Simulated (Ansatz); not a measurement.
Relaxation of BFH2 (4 atoms, charge 0, multiplicity 1), to a largest force component of 0.03 eV/Å in at most 50 steps.

All numbers below come from RKS PBE0-D4/6-31G* (Ansatz 0.2.0).

```xyz
4
Properties=species:S:1:pos:R:3
B 0.266 0.000 0.153
H 0.374 0.000 1.322
H 1.332 0.000 -0.337
F -0.871 0.000 -0.503
```

**Question.** Where does it end, and by what steps?

**Answer.** It converged. After 5 steps the energy has fallen by 0.160 eV; H2 moved furthest, 0.12 Å.

```
step  energy less start (eV)  largest force component (eV/Å)  accepted
   0                  0.0000                           1.189       yes
   1                 -0.1448                           0.551       yes
   2                  0.0452                           3.504        no
   3                 -0.1598                           0.067       yes
   4                 -0.1598                           0.085       yes
   5                 -0.1600                           0.006       yes
```

```xyz
4
Properties=species:S:1:pos:R:3
B 0.318 0.000 0.183
H 0.274 0.000 1.382
H 1.333 0.000 -0.453
F -0.825 0.000 -0.476
```

Whether the end is a true minimum wasn't checked by a vibrational analysis.

The run took 3.8 s on 1 thread of Arm Neoverse V1, with other jobs on the host, peak memory 0.094 GiB.
